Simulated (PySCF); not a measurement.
## Constants of SiF⁺, step by step

State: ¹Σ⁺, singlet, closed shell. De refers to Si⁺ + F. RHF-based CCSD(T) in PySCF 2.14 with Si cc-pV(T+d)Z, F cc-pVTZ and Si cc-pV(Q+d)Z, F cc-pVQZ (frozen core orbitals: 6; no relativity). Correlation energies are extrapolated as n⁻³ (n = 3, 4), Hartree–Fock as (n+1)·exp(−9√n). CV is the change on freezing 1 orbitals instead, in Si cc-pwCVTZ, F cc-pwCVTZ. SR is the spin-free X2C energy in Si cc-pVTZ-DK, F cc-pVTZ-DK less the non-relativistic one in Si cc-pVTZ, F cc-pVTZ.

```tsv
Level	Re (Å)	ωe (cm⁻¹)	ωexe (cm⁻¹)	αe (cm⁻¹)	De (eV)
CCSD(T)/TZ	1.5368	1039.7	4.75	0.00458	6.717
CCSD(T)/QZ	1.5344	1047.9	4.86	0.00457	6.876
HF/CBS	1.5094	1117.1	5.00	0.00453	4.975
MP2/CBS	1.5371	1041.4	4.74	0.00453	7.299
CCSD/CBS	1.5280	1068.3	4.81	0.00450	6.774
CCSD(T)/CBS	1.5340	1048.1	4.87	0.00458	6.953
CCSD(T)/CBS+CV	1.5308	1050.0	4.89	0.00461	6.966
CCSD(T)/CBS+CV+SR	1.5307	1048.4	4.88	0.00461	6.955
```

Question: How much is left between CCSD(T)/QZ and the basis-set limit, and how much do the triples give at the limit?

Answer: CCSD(T)/CBS less CCSD(T)/QZ: -0.4 mÅ in Re, +0.2 cm⁻¹ in ωe and +0.077 eV in De. CCSD(T)/CBS less CCSD/CBS: +6.0 mÅ in Re, -20.2 cm⁻¹ in ωe and +0.179 eV in De.

Question: What do the later terms add?

Answer: CV: -3.2 mÅ in Re, +1.9 cm⁻¹ in ωe and +0.013 eV in De; SR: -0.1 mÅ in Re, -1.6 cm⁻¹ in ωe and -0.011 eV in De, each against the row above.

The T1 diagnostic is 0.017. The open-shell atoms are computed with UHF. Spin–orbit coupling, excitations beyond (T) and corrections to the Born–Oppenheimer picture are left out.

The whole job (state search and all basis sets along the bond) took about 6.2 min on 4 threads of Arm Neoverse N1 (shared host), peak memory 3.2 GiB.
